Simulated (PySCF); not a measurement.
**Computed data sheet: cyclopentane (`C1CCCC1`)**

Compound: cyclopentane, C5H10.
Cartesian coordinates in Å at the GFN2-xTB level; atoms count from 1:
```
atom  x, y, z in Å
C1     0.445    0.848    0.843
C2     1.268   -0.177    0.064
C3     0.237   -1.148   -0.537
C4    -1.135   -0.471   -0.369
C5    -0.823    0.977    0.005
H6     0.195    0.458    1.831
H7     0.969    1.795    0.969
H8     1.994   -0.688    0.695
H9     1.816    0.328   -0.733
H10    0.256   -2.108   -0.022
H11    0.454   -1.335   -1.588
H12   -1.690   -0.946    0.441
H13   -1.739   -0.541   -1.273
H14   -0.612    1.562   -0.892
H15   -1.640    1.454    0.544
```

**GFN2-xTB geometry**

```
Point group of the GFN2-xTB geometry                  : C2
Rotational constants A, B, C of the GFN2-xTB geometry : 6.583, 6.578, 3.811 GHz
```

CAM-B3LYP/def2-SVPD ground state and vertical TDDFT (core frozen in the response) (PySCF):

```
Dipole moment                                                     : 0.02 D
HOMO energy                                                       : -10.20 eV
LUMO energy                                                       : 1.43 eV
HOMO–LUMO gap                                                     : 11.63 eV
Lowest singlet excitation                                         : 8.51 eV (146 nm, f = 0.000)
Strongest line among the 8 lowest singlet transitions             : S5 at 9.19 eV (135 nm, f = 0.065)
Lowest triplet excitation (Tamm–Dancoff)                          : 8.25 eV
Static isotropic polarisability                                   : 57.2 au
Electronic spatial extent ⟨r²⟩ about the centre of nuclear charge : 409 bohr²
```

Monoisotopic mass (most abundant isotopes): 70.0783 u.

With B = h/(8π²I), that is 505.379 GHz u Å² over I, the principal moments of inertia are 76.8, 76.8 and 132.6 u Å² (most abundant isotopes); the inertial defect Ic − Ia − Ib is -21.0 u Å² (zero for a rigid planar frame, negative otherwise). S1 lies 3.12 eV below the HOMO–LUMO gap; its leading configuration is HOMO→LUMO, weight 0.88. The polarisability is 8.47 Å³ as a volume (1 au = 0.148185 Å³), or 1.43 au for each of the 40 electrons. The rotational constants make it an asymmetric top with κ = (2B − A − C)/(A − C) = 1.00, nearer the oblate limit (+1). The principal polarisabilities are 52.2, 59.6 and 59.7 au; their mean is the isotropic value. The largest Löwdin shares of the HOMO are 0.20 on C3, 0.14 on C2, 0.14 on C4 and 0.09 on H11. In wavenumbers S1 is 68600 cm⁻¹ (1 eV = 8065.54 cm⁻¹). No computed singlet falls in the visible range (750 to 380 nm, 1.65 to 3.26 eV); S1 lies 5.25 eV above its blue end.

Geometry: GFN2-xTB, one conformer, isolated molecule.

For the TDDFT job (CAM-B3LYP/def2-SVPD), time: 26 s wall. Hardware: one thread of an x86-64 server (shared host).
